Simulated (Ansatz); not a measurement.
# BSiH2 (doublet): from Hartree-Fock to the top rungs, cc-pVTZ

How much of the correlation energy of BSiH2 (doublet) does each wave-function method recover here?

The runs use Ansatz 0.2.0, Gaussian basis; cc-pVTZ, core rule «outside noble gas», up to 6 orbitals frozen.

The runs, in order: UHF; CCSD(T) on ROHF; CCSD(T) on UHF; BCCD(T) on ROHF; CCSDT(Q) on ROHF; CCSDT(Q) on UHF; CASSCF and MRCISD+Q, 9 electrons in 10 orbitals; CASSCF and NEVPT2, 9 electrons in 10 orbitals.

7 further runs of the same task are left out: 2 for a known fault of the program, 5 set aside as unsound or not needed.

### 1 The system

The geometry is a PBE0/def2-TZVP stationary point (not a proven minimum) of the parent state, kept for this charge and spin.

4 atoms, charge 0, spin multiplicity 2.

Atoms are counted from 1 here; the program's logs count them from 0.

Bond lengths: Si1–B2 1.871 Å, Si1–H3 1.488 Å, Si1–H4 1.488 Å. Angles: B2–Si1–H3 125.4°, B2–Si1–H4 125.4°, H3–Si1–H4 109.2°.

Coordinates:

```
Si    0.00000    0.00000    0.45179
B     0.00000    0.00000   -1.41877
H     0.00000    1.21269    1.31437
H     0.00000   -1.21269    1.31437
```

### 2 UHF

in.yaml

```yaml
crystal:
  periodic: [false, false, false]
  atoms:
    - {symbol: Si, position_ang: [0.000000, 0.000000, 0.451790]}
    - {symbol: B, position_ang: [0.000000, 0.000000, -1.418773]}
    - {symbol: H, position_ang: [0.000000, 1.212692, 1.314369]}
    - {symbol: H, position_ang: [0.000000, -1.212692, 1.314369]}
basis:
  gaussian: {orbitals: cc-pVTZ}
magnetization: {spin_polarized: true, initial_magnetization: 1}
hamiltonian: {xc: hf}
output: {orbitals: {seedname: orbitals}}
```

The run is started by

```
$ ansatz run in.yaml --threads 1 --pin off --events-out ev --progress --plain --max-ram 4096MiB --backend cpu
```

Further steps of the session: CCSD(T) on ROHF; CCSD(T) on UHF; BCCD(T) on ROHF; CCSDT(Q) on ROHF; CCSDT(Q) on UHF; CASSCF and MRCISD+Q, 9 electrons in 10 orbitals; CASSCF and NEVPT2, 9 electrons in 10 orbitals.

Before running them: what should the planned runs give, taken together? Wanted: RCCSDT(Q) below the RHF energy; RMP2 from RCCSDT(Q); UMP2 from RCCSDT(Q); RCCSD from RCCSDT(Q); RCCSD(T) from RCCSDT(Q); UCCSD(T) from RCCSDT(Q); UCCSDT(Q) from RCCSDT(Q); NEVPT2 valence from RCCSDT(Q); MRCISD+Q valence from RCCSDT(Q).

The runs gave:

| quantity | value |
| --- | --- |
| RCCSDT(Q) below the RHF energy | -6.3182 eV |
| RMP2 from RCCSDT(Q) | +31.16 kcal/mol |
| UMP2 from RCCSDT(Q) | +35.83 kcal/mol |
| RCCSD from RCCSDT(Q) | +8.54 kcal/mol |
| RCCSD(T) from RCCSDT(Q) | +1.62 kcal/mol |
| UCCSD(T) from RCCSDT(Q) | +2.23 kcal/mol |
| UCCSDT(Q) from RCCSDT(Q) | -0.06 kcal/mol |
| NEVPT2 valence from RCCSDT(Q) | +23.85 kcal/mol |
| MRCISD+Q valence from RCCSDT(Q) | +2.00 kcal/mol |
| levels within 1 kcal/mol (43 meV) | RCCSDT, UCCSDT, UCCSDT(Q) |
| T1 diagnostic | 0.033 |
| effectively unpaired electrons | 1.15 |

What this shows: RCCSD(T) lands +1.62 kcal/mol from the yardstick (1.1 % of the correlation energy). CCSD(T) misses by +1.62 kcal/mol on the restricted determinant and by +2.23 kcal/mol on the unrestricted one; the two need not hold the same state or core. One determinant dominates. Of the multireference levels listed MRCISD+Q valence comes nearest in total energy (+2.00 kcal/mol), which doesn't show that its space is the better one. Coupled cluster took another determinant than the lowest Hartree-Fock one. These misses are within one basis, not against nature; the frozen cores of restricted and unrestricted runs differ, which can shift their rows.
